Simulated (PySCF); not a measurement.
Partial charges of `CC#CC(=O)[O-]`

Species: C₄H₃O₂ (charge -1).
Cartesian coordinates in Å at the GFN2-xTB level; atoms count from 1:
```xyz
9
C4H3O2 angstrom
C     -1.8107    0.0704   -0.2629
C     -0.3735    0.0145   -0.0198
C      0.8116   -0.0297    0.1808
C      2.3075   -0.0872    0.4364
O      2.9148    0.9656    0.1994
O      2.7205   -1.1792    0.8493
H     -2.3509   -0.4529    0.5299
H     -2.0519   -0.4032   -1.2176
H     -2.1539    1.1077   -0.2935
```

Density: PBE0/pcSseg-1 (PySCF); schemes: Mulliken, IAO, Hirshfeld and ESP-fitted. Geometry: GFN2-xTB; no solvent, vibrations or thermal averaging. The pcSseg-1 basis has no diffuse functions, a weakness for an anion.

Which atoms carry the lowest charge in the Mulliken, IAO, Hirshfeld and ESP-fitted schemes?

All schemes pick atoms of one kind: Mulliken O5 and O6 (-0.557); IAO O5 and O6 (-0.632); Hirshfeld O5 and O6 (-0.435); ESP-fitted O6 (-0.745).

Which atoms carry the highest charge in the Mulliken, IAO, Hirshfeld and ESP-fitted schemes?

All schemes agree: Mulliken C4 (+0.331); IAO C4 (+0.506); Hirshfeld C4 (+0.099); ESP-fitted C4 (+0.891).

What partial charge does each atom carry?

In e:

```tsv
atom	environment	Mulliken	IAO	Hirshfeld	ESP-fitted
C1	propargylic carbon	-0.193	-0.420	-0.115	-0.520
C2	alkyne carbon	-0.210	-0.150	-0.124	+0.108
C3	alkyne carbon	-0.163	-0.106	-0.102	-0.432
C4	carboxylate carbon	+0.331	+0.506	+0.099	+0.891
O5	carboxylate oxygen	-0.557	-0.632	-0.435	-0.744
O6	carboxylate oxygen	-0.557	-0.632	-0.435	-0.745
H7	methyl hydrogen	+0.117	+0.144	+0.037	+0.147
H8	methyl hydrogen	+0.117	+0.146	+0.039	+0.149
H9	methyl hydrogen	+0.117	+0.143	+0.036	+0.146
```

Mean size of the charges over all atoms: ESP-fitted 0.431 e, IAO 0.320 e, Mulliken 0.262 e, Hirshfeld 0.158 e. Each set sums to the total charge, -1, to within 0.001 e. The IAO scheme counts the electrons in orthogonalised intrinsic atomic orbitals, a minimal basis polarised so that it spans the occupied orbitals exactly. The ESP scheme is a least-squares fit of atom-centred charges to the potential on four shells outside the van der Waals surface, with the total charge fixed.

How closely do the schemes follow one another over all atoms?

Correlation coefficient and root-mean-square difference: Mulliken with Hirshfeld 0.98, 0.115 e; Mulliken with IAO 0.97, 0.107 e; IAO with ESP-fitted 0.95, 0.199 e; IAO with Hirshfeld 0.93, 0.203 e; Mulliken with ESP-fitted 0.91, 0.272 e; Hirshfeld with ESP-fitted 0.85, 0.362 e.

Sum the charges by element.

```tsv
element	atoms	Mulliken	IAO	Hirshfeld	ESP-fitted
C	4	-0.235	-0.170	-0.243	+0.047
O	2	-1.115	-1.264	-0.869	-1.489
H	3	+0.350	+0.434	+0.112	+0.442
```

How many electrons does the Hirshfeld scheme count on C1?

Z − q = 6 − (-0.115) = 6.115.

These values come from a run that also computed NMR shieldings. The run took 7.8 s of wall time on one thread, Arm Neoverse V2 (aarch64), shared host, and the process peaked at 0.52 GiB of memory.
